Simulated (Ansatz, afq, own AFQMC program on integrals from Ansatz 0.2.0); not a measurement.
AFQMC on a folder of integrals that Ansatz 0.2.0 wrote.

```yaml
crystal:
  periodic: [false, false, false]
  atoms:
    - {symbol: Si, position_ang: [0.000000, 0.000000, 0.000000]}
    - {symbol: H, position_ang: [0.864673, 0.868123, 0.869455]}
    - {symbol: H, position_ang: [-0.869974, -0.866902, 0.865375]}
    - {symbol: H, position_ang: [-0.864856, 0.866715, -0.870676]}
    - {symbol: H, position_ang: [0.870158, -0.867936, -0.864154]}
basis:
  gaussian: {orbitals: aug-cc-pVDZ}
magnetization: {spin_polarized: true, initial_magnetization: 2}
correlation: {method: ccsd_t, electrons: outside_noble_gas, hamiltonian_folder: ham}
```

```sh
$ ansatz run in.yaml --threads 1 --pin off --events-out ev --progress --plain --max-ram 24576MiB --backend cuda --devices 0, --max-vram 18GiB
```

afq runs on the folder ham with

```
--method free --trial cisd --walkers 2800 --time-step 0.03 --max-blocks 4000 --target-error 0.00034 --factor-cut 1e-05 --seed 8057 --times 0,0.3,0.6,1.2,1.8,2.4,3.6,4.8,6 --taylor-order 8
```

Times are imaginary, in 1/Eh. The walk had a cap of 119 s.

Log:

```
orbitals 58  electrons 5 3  factors 476 of 612
reference energy -290.93657146 Eh
CCSD correlation -0.14430817 Eh in 18 cycles, weight of the determinant in the CISD state 0.8489
repeat  energy at the last time / Eh  error
    10  -291.087578  0.000218
    20  -291.087188  0.000190
    30  -291.087158  0.000164
time / (1/Eh)  energy / Eh  error  mean overlap
  0.00  -291.080894  0.000027  1.1783
  0.30  -291.083504  0.000034  1.1779
  0.60  -291.084879  0.000032  1.1744
  1.20  -291.086057  0.000045  1.1731
  1.80  -291.086533  0.000052  1.1760
  2.40  -291.086702  0.000061  1.1822
  3.60  -291.086868  0.000062  1.1927
  4.80  -291.086958  0.000126  1.1997
  6.00  -291.087174  0.000160  1.2131
energy -291.087174 +/- 0.000160 Eh
```

The run passed its tests (error under three times the target), which doesn't prove that it has relaxed.

Against this walk (error 4.4 meV) on the same determinant: CCSD(T) 44.2 meV higher, CCSDT(Q) 29.5 meV lower. The error is statistical, and a free projection of finite length keeps a remainder of its start. None of these is a sure reference here. The projection is still falling at its last time (meV from the last point: 17.5 ± 1.4 at 1.80, 12.9 ± 1.7 at 2.40, 8.3 ± 1.7 at 3.60, 6 ± 3 at 4.80, 0 ± 4 at 6.00), so its energy is a cut-off value, and the gaps above aren't errors of the other methods.

Cautions: remainder of the start not in the error; lower spins were not checked; higher spins were not checked; strong correlation (T1 0.066, weight of the determinant 0.85, largest double 0.04).

The walk took 78 s on 1 × NVIDIA H100 80GB HBM3 with 2 threads of AMD EPYC 7R13 Processor (Zen 3) (shared host) (the card was shared). The log's last line is the free-projection energy.

CCSDT and higher add their correlation energy to the determinant of the CCSD(T) run, since their own runs factorise the integrals more tightly (a shift of under 2 meV).
